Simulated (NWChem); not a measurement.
All runs are NWChem calculations. System: chloroform (CHCl3), charge 0, spin multiplicity 1, at a geometry optimised with B3LYP/def2-SVP. Level: LDA (SVWN5)/6-31G* (spherical d).

NWChem printed:

```
             Northwest Computational Chemistry Package (NWChem) 7.3.0
             --------------------------------------------------------

                                NWChem Input Module
                                -------------------

 Scaling coordinates for geometry "geometry" by  1.889725989
 (inverse scale =  0.529177249)

 Turning off AUTOSYM since
 SYMMETRY directive was detected!

                             Geometry "geometry" -> ""
                             -------------------------

 Output coordinates in angstroms (scale by  1.889725989 to convert to a.u.)

  No.       Tag          Charge          X              Y              Z
 ---- ---------------- ---------- -------------- -------------- --------------
    1 Cl                  17.0000     0.85174500    -0.06627900     1.47264400
    2 C                    6.0000    -0.00924900     0.45282400     0.00000000
    3 Cl                  17.0000     0.85174500    -0.06627900    -1.47264400
    4 Cl                  17.0000    -1.69837400    -0.11820800     0.00000000
    5 H                    1.0000    -0.03148100     1.54606800     0.00000000

 Effective nuclear repulsion energy (a.u.)     260.9493310145

            Nuclear Dipole moment (a.u.)
            ----------------------------
        X                 Y               Z
 ---------------- ---------------- ----------------
    -0.0000056692    -0.0000188973     0.0000000000

      Symmetry information
      --------------------

 Group name             Cs
 Group number              2
 Group order               2
 No. of unique centers     4

      Symmetry unique atoms

     1    2    4    5


 Summary of "ao basis" -> "" (spherical)
 ------------------------------------------------------------------------------
       Tag                 Description            Shells   Functions and Types
 ---------------- ------------------------------  ------  ---------------------
 *                           6-31g*                   on all atoms

                                 NWChem DFT Module
                                 -----------------

 Summary of "ao basis" -> "ao basis" (spherical)
 ------------------------------------------------------------------------------
       Tag                 Description            Shells   Functions and Types
 ---------------- ------------------------------  ------  ---------------------
 Cl                          6-31g*                  8       18   4s3p1d
 C                           6-31g*                  6       14   3s2p1d
 H                           6-31g*                  2        2   2s

 Summary of "ao basis" -> "ao basis" (spherical)
 ------------------------------------------------------------------------------
       Tag                 Description            Shells   Functions and Types
 ---------------- ------------------------------  ------  ---------------------
 Cl                          6-31g*                  8       18   4s3p1d
 C                           6-31g*                  6       14   3s2p1d
 H                           6-31g*                  2        2   2s

      Symmetry analysis of basis
      --------------------------

        a'         43
        a"         27

            General Information
            -------------------
          SCF calculation type: DFT
          Wavefunction type:  closed shell.
          No. of atoms     :     5
          No. of electrons :    58
           Alpha electrons :    29
            Beta electrons :    29
          Charge           :     0
          Spin multiplicity:     1
          Use of symmetry is: on ; symmetry adaption is: on
          Maximum number of iterations: 100
          AO basis - number of functions:    70
                     number of shells:    32
          Convergence on energy requested:  1.00D-06
          Convergence on density requested:  1.00D-05
          Convergence on gradient requested:  5.00D-04

              XC Information
              --------------
                        Slater Exchange Functional  1.000 local
                      VWN V Correlation Functional  1.000 local

             Grid Information
             ----------------
          Grid used for XC integration:  medium
[...]
     6 a'          7 a"          8 a'          9 a'         10 a"
    11 a'         12 a"         13 a'         14 a"         15 a'
    16 a"         17 a'         18 a"         19 a'         20 a'
    21 a'         22 a"         23 a'         24 a"         25 a'
    26 a'         27 a"         28 a"         29 a'         30 a'
    31 a"         32 a'         33 a'         34 a'         35 a'
    36 a"         37 a'         38 a"         39 a'

------------------------------------------------------------
EAF file 0: "./mol.aoints.0" size=524288 bytes
------------------------------------------------------------
               write      read    awrite     aread      wait
               -----      ----    ------     -----      ----
     calls:        1         0         0         0         0
   data(b): 5.24e+05  0.00e+00  0.00e+00  0.00e+00
   time(s): 0.00e+00  0.00e+00  0.00e+00  0.00e+00  0.00e+00
rate(mb/s): 0.00e+00  0.00e+00
------------------------------------------------------------

   convergence    iter        energy       DeltaE   RMS-Dens  Diis-err    time
 ---------------- ----- ----------------- --------- --------- ---------  ------
 d= 0,ls=0.0,diis     1  -1414.2490515395 -1.68D+03  3.26D-02  1.59D+00     0.7
 d= 0,ls=0.0,diis     2  -1413.5054338403  7.44D-01  2.37D-02  7.83D+00     0.8
 d= 0,ls=0.0,diis     3  -1414.4211530651 -9.16D-01  1.79D-03  1.06D-02     0.8
 d= 0,ls=0.0,diis     4  -1414.4223179607 -1.16D-03  7.15D-04  1.53D-03     0.9
 d= 0,ls=0.0,diis     5  -1414.4225408929 -2.23D-04  9.56D-05  4.96D-05     0.9
  Resetting Diis
 d= 0,ls=0.0,diis     6  -1414.4225474522 -6.56D-06  1.76D-05  1.98D-06     1.0
 d= 0,ls=0.0,diis     7  -1414.4225477105 -2.58D-07  6.48D-06  5.05D-08     1.0

         Total DFT energy =    -1414.422547710539
      One electron energy =    -2477.125964027224
           Coulomb energy =      887.435257361155
    Exchange-Corr. energy =      -85.681172058981
 Nuclear repulsion energy =      260.949331014511

 Numeric. integr. density =       57.999999338511

     Total iterative time =      0.7s

                  Occupations of the irreducible representations
                  ----------------------------------------------

                     irrep           alpha         beta
                     --------     --------     --------
                     a'               18.0         18.0
                     a"               11.0         11.0

                       DFT Final Molecular Orbital Analysis
                       ------------------------------------

 Vector   27  Occ=2.000000D+00  E=-2.951411D-01  Symmetry=a"
              MO Center=  5.4D-01, -3.3D-02,  3.6D-09, r^2= 3.8D+00
   Bfn.  Coefficient  Atom+Function         Bfn.  Coefficient  Atom+Function
  ----- ------------  ---------------      ----- ------------  ---------------
     8      0.398340  1 Cl py                40     -0.398340  3 Cl py
     9      0.314608  1 Cl pz                41      0.314608  3 Cl pz
    59      0.257079  4 Cl pz                12      0.215149  1 Cl py
    44     -0.215149  3 Cl py                13      0.166609  1 Cl pz
    45      0.166609  3 Cl pz                 4     -0.156798  1 Cl py

 Vector   28  Occ=2.000000D+00  E=-2.906878D-01  Symmetry=a'
              MO Center=  3.8D-04,  5.4D-02, -2.1D-13, r^2= 3.8D+00
   Bfn.  Coefficient  Atom+Function         Bfn.  Coefficient  Atom+Function
  ----- ------------  ---------------      ----- ------------  ---------------
     8      0.402681  1 Cl py                40      0.402681  3 Cl py
    58      0.402771  4 Cl py                12      0.222332  1 Cl py
    44      0.222332  3 Cl py                62      0.222050  4 Cl py
    70     -0.222557  5 H  s                 22     -0.187233  2 C  py
    69     -0.174498  5 H  s                  4     -0.157555  1 Cl py

 Vector   29  Occ=2.000000D+00  E=-2.766783D-01  Symmetry=a"
              MO Center=  2.0D-03, -7.9D-02, -1.2D-15, r^2= 4.1D+00
   Bfn.  Coefficient  Atom+Function         Bfn.  Coefficient  Atom+Function
  ----- ------------  ---------------      ----- ------------  ---------------
    59      0.456341  4 Cl pz                 7      0.395216  1 Cl px
    39     -0.395216  3 Cl px                63      0.239292  4 Cl pz
     9     -0.228266  1 Cl pz                41     -0.228266  3 Cl pz
    11      0.207248  1 Cl px                43     -0.207248  3 Cl px
    55     -0.177227  4 Cl pz                 3     -0.153490  1 Cl px

 Vector   30  Occ=0.000000D+00  E=-8.284087D-02  Symmetry=a'
              MO Center=  7.6D-04, -2.7D-02, -3.4D-13, r^2= 3.8D+00
   Bfn.  Coefficient  Atom+Function         Bfn.  Coefficient  Atom+Function
  ----- ------------  ---------------      ----- ------------  ---------------
    24      1.386445  2 C  s                 61     -0.461234  4 Cl px
    13      0.400758  1 Cl pz                45     -0.400758  3 Cl pz
    26     -0.382481  2 C  py                57     -0.337039  4 Cl px
    10     -0.328723  1 Cl s                 42     -0.328723  3 Cl s
    60     -0.328664  4 Cl s                 20      0.301367  2 C  s

 Vector   31  Occ=0.000000D+00  E=-3.663491D-02  Symmetry=a"
              MO Center=  3.6D-01,  1.5D-01,  6.5D-09, r^2= 3.2D+00
   Bfn.  Coefficient  Atom+Function         Bfn.  Coefficient  Atom+Function
  ----- ------------  ---------------      ----- ------------  ---------------
    27      0.973203  2 C  pz                23      0.571690  2 C  pz
    10     -0.493246  1 Cl s                 42      0.493246  3 Cl s
    13      0.443078  1 Cl pz                45      0.443078  3 Cl pz
    11      0.360478  1 Cl px                43     -0.360478  3 Cl px
     9      0.238449  1 Cl pz                41      0.238449  3 Cl pz

 Vector   32  Occ=0.000000D+00  E=-3.662165D-02  Symmetry=a'
              MO Center= -3.7D-01,  1.4D-01, -6.5D-09, r^2= 3.2D+00
   Bfn.  Coefficient  Atom+Function         Bfn.  Coefficient  Atom+Function
  ----- ------------  ---------------      ----- ------------  ---------------
    25      0.973066  2 C  px                61      0.643117  4 Cl px
    21      0.571572  2 C  px                60      0.569725  4 Cl s
    13      0.355790  1 Cl pz                45     -0.355790  3 Cl pz
    57      0.355550  4 Cl px                10     -0.284727  1 Cl s
    42     -0.284727  3 Cl s                 62      0.279950  4 Cl py

 center of mass
 --------------
 x =   0.00057991 y =  -0.02847777 z =   0.00000000

 moments of inertia (a.u.)
 ------------------
         561.768473290406         -10.618382059242           0.000000000000
         -10.618382059242        1083.028629756298           0.000000000000
           0.000000000000           0.000000000000         561.532486748514

     Multipole analysis of the density
     ---------------------------------

     L   x y z        total         alpha         beta         nuclear
     -   - - -        -----         -----         ----         -------
     0   0 0 0     -0.000000    -29.000000    -29.000000     58.000000

     1   1 0 0     -0.010228     -0.005111     -0.005111     -0.000006
     1   0 1 0      0.499404      0.249711      0.249711     -0.000019
     1   0 0 1      0.000000      0.000000      0.000000      0.000000

     2   2 0 0    -32.848764   -148.024407   -148.024407    263.200049
     2   1 1 0     -0.035663     -2.552836     -2.552836      5.070010
     2   1 0 1      0.000000      0.000000      0.000000      0.000000
     2   0 2 0    -31.098294    -22.704713    -22.704713     14.311132
     2   0 1 1      0.000000      0.000000      0.000000      0.000000
     2   0 0 2    -32.849694   -148.081296   -148.081296    263.312898

 Task  times  cpu:        1.0s     wall:        1.0s

 Total times  cpu:        1.1s     wall:        1.1s
```

Q: Write an NWChem input that would produce this output.

A: This is not unique; one that fits is 
```
start mol
memory heap 200 mb stack 900 mb global 1100 mb
geometry units angstroms nocenter noautoz
  Cl     0.851745    -0.066279     1.472644
  C     -0.009249     0.452824     0.000000
  Cl     0.851745    -0.066279    -1.472644
  Cl    -1.698374    -0.118208     0.000000
  H     -0.031481     1.546068     0.000000
  symmetry group Cs
end
basis spherical
  * library 6-31g*
end
dft
  xc slater vwn_5
  semidirect memsize 60000000 filesize 0
  iterations 100
end
task dft energy
```
